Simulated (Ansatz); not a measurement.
How well does each level of theory give the band gap of wurtzite GaN?

Reference value: 3.68 eV (measured, zero-point renormalisation of 0.17 eV added back here (the table's ZPR column); inputs from Chen et al. (2018), doi:10.1103/physrevmaterials.2.073803).

### Question
Which of these levels comes closest to the reference?
A) PBE-D4 (Ansatz (an electronic-structure program))
B) B3LYP (VWN-RPA form) (Ansatz)
C) r²SCAN+SOC (Ansatz)
D) PBE (Ansatz)

### Answer
B, B3LYP (VWN-RPA form) (Ansatz)

| level (code) | value (eV) | cell (Å³/atom) | error (eV) |
|---|---|---|---|
| PBE (Ansatz) | 1.90 (direct) | 11.42 | -1.78 |
| PBE-D4 (Ansatz) | 1.92 | 11.40 | -1.76 |
| r²SCAN+SOC (Ansatz) | 2.31 (direct) | 11.42 | -1.37 |
| B3LYP (VWN-RPA form) (Ansatz) | 3.56 (direct) | 11.42 | -0.12 |

Closest of the ranked levels: B3LYP (VWN-RPA form) (-0.12 eV). Once the reference is moved by up to 0.10 eV (a margin picked here for doubts on the reference and the settings) and values within 0.03 eV count as equal, the farthest can be PBE (-1.78 eV) or PBE-D4 (-1.76 eV). Of the ranked levels only B3LYP (VWN-RPA form) lands within 0.5 eV. All 4 levels lie below the reference.

Density-functional gaps are differences of (generalised) Kohn–Sham levels of a static lattice; semilocal ones lie below quasiparticle gaps as a rule. Measured gaps hold zero-point and thermal shifts unless a correction is named. Spin–orbit coupling is included only where a level's name says +SOC; with heavier elements it mostly lowers gaps and can invert bands.  PBE-D4, B3LYP (VWN-RPA form): the gap is read on the k mesh or supercell of the run alone and can be too large. Values are at the measured cell; PBE-D4 at the level's own equilibrium cell. Cutoffs and k meshes differ between the levels. Ansatz's density-functional and Hartree–Fock values are scalar-relativistic unless marked +SOC, with PAW data made under PBE.

Differences are worked out from the printed values.
